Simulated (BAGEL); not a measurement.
# MRCI(5,6)/6-31G(d) (density fitting with qzvpp-jkfit, spherical functions) run of BH2 (boron dihydride)

Aim: the vertical doublet–quartet gap of BH2 (boron dihydride) at MRCI(5,6)/6-31G* (density fitting with qzvpp-jkfit, spherical functions), from 2 runs. 

The results are computed with BAGEL 1.2.2.

12 further runs of the same task are left out: 12 set aside as unsound or not needed.

**1. The molecule**

BH2 has 3 atoms, charge 0, and is taken as a doublet. As SMILES, `[BH2]`. The coordinates come from a GFN2-xTB relaxation.

Bond lengths: B1–H2 1.159 Å, B1–H3 1.159 Å. Angles: H2–B1–H3 128.4°.

**2. A single-point energy at MRCI(5,6)/6-31G(d) (density fitting with qzvpp-jkfit, spherical functions)**

job.json reads:

```json
{ "bagel" : [

{
  "title" : "molecule",
  "basis" : "6-31gs.json",
  "df_basis" : "qzvpp-jkfit",
  "angstrom" : "true",
  "geometry" : [
    { "atom" : "B", "xyz" : [    0.262840,   -0.166230,    0.128640 ] },
    { "atom" : "H", "xyz" : [    0.280020,    0.985320,    0.260980 ] },
    { "atom" : "H", "xyz" : [   -0.542860,   -0.819090,   -0.389630 ] }
  ]
},
{ "title" : "hf", "charge" : 1 },
{ "title" : "casscf", "nstate" : 1, "nact" : 6, "nclosed" : 1, "nspin" : 1, "maxiter" : 200, "natocc" : "true" },
{ "title" : "print", "file" : "orbitals.molden", "orbitals" : "true" },
{ "title" : "smith", "method" : "mrci", "ncore" : 1 }

]}
```

The basis set 6-31G* is read from a file made from the Basis Set Exchange's data (not shown).

On the command line:

```console
$ BAGEL_NUM_THREADS=1 BAGEL job.json > job.out
```

The program printed:

```text
* using 1 threads per process

  ===============================================================
  ===============================================================

  *** Geometry ***

  { "atom" : "B", "xyz" : [      0.496696,     -0.314129,      0.243094 ] },
  { "atom" : "H", "xyz" : [      0.529161,      1.861985,      0.493181 ] },
  { "atom" : "H", "xyz" : [     -1.025857,     -1.547856,     -0.736294 ] },

  Number of auxiliary basis functions:      111

  Since a DF basis is specified, we compute 2- and 3-index integrals:
    o Being stored without compression. Storage requirement is 0.000 GB

  Number of basis functions:       18
  Number of electrons      :        7

    * METHOD: MOLECULE                             0.01

  *** RHF ***

  === Nuclear Repulsion ===
     4.8182438468

      * DIIS with orbital gradients will be used.

  === RHF iteration (6-31gs.json) ===
      0        -25.39488691          0.02710710           0.00
      1        -25.43216148          0.00656085           0.00
      2        -25.43402373          0.00127615           0.00
      3        -25.43409537          0.00025152           0.00
      4        -25.43409775          0.00002218           0.00
      5        -25.43409778          0.00000116           0.00
      6        -25.43409778          0.00000013           0.00
      7        -25.43409778          0.00000001           0.00
      8        -25.43409778          0.00000000           0.00
    * SCF iteration converged.

    * Permanent dipole moment:
           (   -0.338170,     0.213889,    -0.165511) a.u.

    * METHOD: HF                                   0.02

  ---------------------------
      CASSCF calculation
  ---------------------------

    * nstate   :      1
    * nclosed  :      1
    * nact     :      6
    * nvirt    :     11
  === CASSCF iteration (6-31gs.json) ===

    * Using the second-order algorithm

      0  0       -25.74531808     3.78e-02      0.00

      1  0       -25.77325624     4.11e-03      0.01

      2  0       -25.77985969     9.16e-04      0.01

[... 389 lines of this table left out ...]

    198  0       -25.78036692     9.50e-09      0.00

    * Second-order optimization converged. *

     guess   0:   closed 11....               open ..1...

  === FCI iteration ===

      0  0       -25.74723108     1.35e-02      0.00
      1  0       -25.77920483     2.78e-03      0.00
      2  0       -25.78033085     4.69e-04      0.00
      3  0       -25.78036532     8.91e-05      0.00
      4  0       -25.78036685     2.03e-05      0.00
      5  0       -25.78036692     4.21e-06      0.00
[... 6 lines of this table left out ...]
     12  0       -25.78036692     1.14e-10      0.00
     13  0 *     -25.78036692     2.45e-11      0.00

     * ci vector, state   0, <S^2> = 0.7500
       22a...    -0.9891239574
       2.a..2    -0.0524075443
       .2a2..    -0.0506941114

    * METHOD: CASSCF                               1.06

    * METHOD: PRINT                                0.00

  === SMITH program ===

    * freezing 1 orbital
    * XMS rotation is only appropriate for CASPT2, and will not be used with mrci

    * Approximate memory requirement for SMITH calulation per MPI process:
      o Storage requirement for T-amplitude, lambda, and residual is 0.00 GB
      o Storage requirement for MO integrals is 0.00 GB
    * Calculating and saving rdm4

    * Zeroth order energy : state  0       -2.3977800179

      ---- iteration ----

        0   0   -25.81762736     0.01042047      1.08
        1   0   -25.81878456     0.00189671      1.06
        2   0   -25.81883547     0.00042090      1.08
        3   0   -25.81883795     0.00010929      1.08
        4   0   -25.81883810     0.00002639      1.11
        5   0   -25.81883811     0.00000728      1.24
        6   0   -25.81883811     0.00000151      1.25
        7   0   -25.81883811     0.00000034      1.12

      -------------------

        0   0   -25.81955812     0.00000000      0.00

    * METHOD: SMITH                                9.14

  ===============================================================
```

It took 11 s on 1 thread of Intel Xeon Platinum 8488C (Sapphire Rapids), shared host; peak memory 0.1 GiB.

**3. The quartet at the same level**

input.json reads:

```json
{ "bagel" : [

{
  "title" : "molecule",
  "basis" : "6-31gs.json",
  "df_basis" : "qzvpp-jkfit",
  "angstrom" : true,
  "geometry" : [
    { "atom" : "B", "xyz" : [       0.262840,      -0.166230,       0.128640 ] },
    { "atom" : "H", "xyz" : [       0.280020,       0.985320,       0.260980 ] },
    { "atom" : "H", "xyz" : [      -0.542860,      -0.819090,      -0.389630 ] }
  ]
},

{
  "title" : "hf",
  "charge" : 1
},

{
  "title" : "casscf",
  "nstate" : 1,
  "nact" : 6,
  "nclosed" : 1,
  "nspin" : 3,
  "maxiter" : 200,
  "natocc" : true
},

{
  "title" : "print",
  "file" : "orbitals.molden",
  "orbitals" : true
},

{
  "title" : "smith",
  "method" : "mrci",
  "ncore" : 1
}

]}
```

The basis set 6-31G* is read from a file made from the Basis Set Exchange's data (not shown).

On the command line:

```console
$ BAGEL_NUM_THREADS=1 BAGEL input.json > input.out
```

The program printed:

```text
* using 1 threads per process

  ===============================================================
  ===============================================================

  *** Geometry ***

  { "atom" : "B", "xyz" : [      0.496696,     -0.314129,      0.243094 ] },
  { "atom" : "H", "xyz" : [      0.529161,      1.861985,      0.493181 ] },
  { "atom" : "H", "xyz" : [     -1.025857,     -1.547856,     -0.736294 ] },

  Number of auxiliary basis functions:      111

  Since a DF basis is specified, we compute 2- and 3-index integrals:
    o Being stored without compression. Storage requirement is 0.000 GB

  Number of basis functions:       18
  Number of electrons      :        7

    * METHOD: MOLECULE                             0.01

  *** RHF ***

  === Nuclear Repulsion ===
     4.8182438468

      * DIIS with orbital gradients will be used.

  === RHF iteration (6-31gs.json) ===
      0        -25.39488691          0.02710710           0.00
      1        -25.43216148          0.00656085           0.00
      2        -25.43402373          0.00127615           0.00
      3        -25.43409537          0.00025152           0.00
      4        -25.43409775          0.00002218           0.00
      5        -25.43409778          0.00000116           0.00
      6        -25.43409778          0.00000013           0.00
      7        -25.43409778          0.00000001           0.00
      8        -25.43409778          0.00000000           0.00
    * SCF iteration converged.

    * Permanent dipole moment:
           (   -0.338170,     0.213889,    -0.165511) a.u.

    * METHOD: HF                                   0.02

  ---------------------------
      CASSCF calculation
  ---------------------------

    * nstate   :      1
    * nclosed  :      1
    * nact     :      6
    * nvirt    :     11
  === CASSCF iteration (6-31gs.json) ===

    * Using the second-order algorithm

      0  0       -25.54484659     3.62e-02      0.00

      1  0       -25.57378789     3.23e-03      0.00

      2  0       -25.57782671     6.52e-04      0.01

      3  0       -25.57802229     1.93e-04      0.01

      4  0       -25.57803167     4.99e-05      0.00

      5  0       -25.57803218     1.29e-05      0.01

      6  0       -25.57803221     3.36e-06      0.01

      7  0       -25.57803221     8.89e-07      0.01

      8  0       -25.57803221     2.37e-07      0.01

      9  0       -25.57803221     6.38e-08      0.00

     10  0       -25.57803221     1.72e-08      0.00

     11  0       -25.57803221     4.61e-09      0.00

    * Second-order optimization converged. *

     guess   0:   closed 1.....               open .111..

  === FCI iteration ===

      0  0       -25.54236835     2.04e-02      0.00
      1  0       -25.57649321     5.00e-03      0.00
      2  0       -25.57798816     7.59e-04      0.00
      3  0       -25.57803056     1.43e-04      0.00
      4  0       -25.57803218     2.20e-05      0.00
      5  0       -25.57803221     2.55e-06      0.00
      6  0       -25.57803221     2.97e-07      0.00
      7  0       -25.57803221     6.85e-08      0.00
      8  0       -25.57803221     1.34e-08      0.00
      9  0       -25.57803221     3.53e-09      0.00
     10  0       -25.57803221     1.46e-09      0.00
     11  0       -25.57803221     3.44e-10      0.00
     12  0 *     -25.57803221     4.32e-11      0.00

     * ci vector, state   0, <S^2> = 3.7500
       2aaa..     0.9816415719
       abaaa.     0.1137472233
       a2a..a     0.1028142839
       aabaa.     0.0632566899
       .aaa2.     0.0559132547

    * METHOD: CASSCF                               0.06

    * METHOD: PRINT                                0.00

  === SMITH program ===

    * freezing 1 orbital
    * XMS rotation is only appropriate for CASPT2, and will not be used with mrci

    * Approximate memory requirement for SMITH calulation per MPI process:
      o Storage requirement for T-amplitude, lambda, and residual is 0.00 GB
      o Storage requirement for MO integrals is 0.00 GB
    * Calculating and saving rdm4

    * Zeroth order energy : state  0       -1.7883587822

      ---- iteration ----

        0   0   -25.61761924     0.00749553      1.19
        1   0   -25.61853303     0.00180188      1.16
        2   0   -25.61859179     0.00046315      1.13
        3   0   -25.61859595     0.00012951      1.20
        4   0   -25.61859629     0.00003243      1.18
        5   0   -25.61859631     0.00000821      1.21
        6   0   -25.61859631     0.00000210      1.22
        7   0   -25.61859631     0.00000059      1.23

      -------------------

        0   0   -25.61943933     0.00000000      0.00

    * METHOD: SMITH                                9.65

  ===============================================================
```

It took 10 s on 1 thread of Intel Xeon Platinum 8488C (Sapphire Rapids), shared host; peak memory 0.11 GiB.

**4. What came out**

At MRCI(5,6)/6-31G* (density fitting with qzvpp-jkfit, spherical functions), 1 core orbital frozen:

```
                                        quantity         value
                           doublet: total energy  -25.81884 Eh
                           quartet: total energy  -25.61860 Eh
vertical energy of the quartet above the doublet      5.449 eV
```

In words: At this shape the quartet lies 5.45 eV (526 kJ/mol) above the doublet. With the Davidson correction the energy (doublet) is -25.81956 Eh. With the Davidson correction the energy (quartet) is -25.61944 Eh.
